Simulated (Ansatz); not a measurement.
A run for Ansatz (a quantum-chemistry and plane-wave program): R-PBE/def2-TZVPPD on HCl (SMILES Cl) with ghost functions. Files ending in .json are basis or fitting sets from the Basis Set Exchange.

Ansatz 0.2 input:
```yaml
crystal:
  periodic: [false, false, false]
  atoms:
    - {symbol: Cl, position_ang: [-1.91163600, -0.00001100, 0.00349800]}
    - {symbol: H, position_ang: [-0.62731700, -0.00005800, -0.10405100]}
basis:
  gaussian:
    orbitals: def2-TZVPPD.json
    ghost_atoms:
      - {symbol: S, position_ang: [1.84252900, 0.00001300, -0.10154300]}
      - {symbol: H, position_ang: [1.82277900, -0.96181000, 0.83465000]}
      - {symbol: H, position_ang: [1.82187700, 0.96186000, 0.83462200]}
hamiltonian:
  xc: {name: PBE}
scf: {lower_state_search: off}
```

Problem. Predict the final total energy.

Solution. -460.6292 hartree.
